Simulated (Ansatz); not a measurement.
**C₂H₄N₂, singlet: CASSCF and its corrections**

Program: Ansatz, Gaussian basis, development build. Basis cc-pVTZ, nonrelativistic, no frozen core. State-specific CASSCF; RHF is the lowest restricted (open-shell) Hartree–Fock solution met. Solutions may break the symmetry of the shape. No proof that the lowest CASSCF solution was found.

Geometry:

```xyz
8

C     0.0000   -1.5442   -0.6368
N     0.0000   -0.2596   -0.6659
N     0.0000    0.2596    0.6659
C     0.0000    1.5442    0.6368
H     0.0000   -2.1100    0.2951
H     0.0000   -2.0704   -1.5866
H     0.0000    2.1100   -0.2951
H     0.0000    2.0704    1.5866
```

What do CASSCF and its corrections give against RHF in CAS(4,4), and what are the occupations?

CASSCF -1.793 eV, SC-NEVPT2 -21.303 eV; occupations 1.92, 1.89, 0.11, 0.08.

Roughly how much CPU time does a whole run from the default start take (median of such runs, summed over threads; nearly all runs on one pinned thread of a shared server, mostly Xeon at 2.3 to 2.6 GHz, by a development driver)?

CAS(4,4): about 7.3 s. Other jobs ran beside these, and the count of passes differs.
